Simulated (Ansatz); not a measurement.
## Ansatz (development build ahead of 0.2.0) run

```yaml
crystal:
  periodic: [false, false, false]
  atoms:
    - { symbol: C, position_ang: [0.00098, -0.0253, 0.04312] }
    - { symbol: C, position_ang: [0.84533, 0.89022, 0.91508] }
    - { symbol: C, position_ang: [0.894, -0.90835, -0.92649] }
    - { symbol: C, position_ang: [-0.89754, 0.83713, -0.87299] }
    - { symbol: C, position_ang: [-0.87361, -0.85304, 0.84611] }
    - { symbol: H, position_ang: [0.32147, 1.55256, 1.53475] }
    - { symbol: H, position_ang: [1.53768, 0.22802, 1.54964] }
    - { symbol: H, position_ang: [1.48497, 1.54164, 0.26695] }
    - { symbol: H, position_ang: [0.23911, -1.56102, -1.5125] }
    - { symbol: H, position_ang: [1.52171, -0.23584, -1.56205] }
    - { symbol: H, position_ang: [1.48603, -1.5205, -0.28312] }
    - { symbol: H, position_ang: [-1.48756, 0.25677, -1.53976] }
    - { symbol: H, position_ang: [-1.57063, 1.56542, -0.28616] }
    - { symbol: H, position_ang: [-0.29568, 1.57835, -1.5426] }
    - { symbol: H, position_ang: [-1.54883, -1.56423, 0.31171] }
    - { symbol: H, position_ang: [-0.26562, -1.52721, 1.48498] }
    - { symbol: H, position_ang: [-1.54594, -0.29952, 1.57555] }
basis:
  gaussian: { orbitals: STO-3G }
hamiltonian:
  xc: hf
correlation:
  method: mp2
  frozen_orbitals: { C: 1, H: 0 }
```

The input is written out in the form of the current development build from the run's settings.

The run gave:

- Converged: yes
- Reference energy: -194.00867 hartree
- Correlation energy: -0.26967 hartree
- Total energy: -194.27834 hartree
- Spin squared of the determinant: 0.000

Caution: no unrestricted run beside it, a lower state can exist.
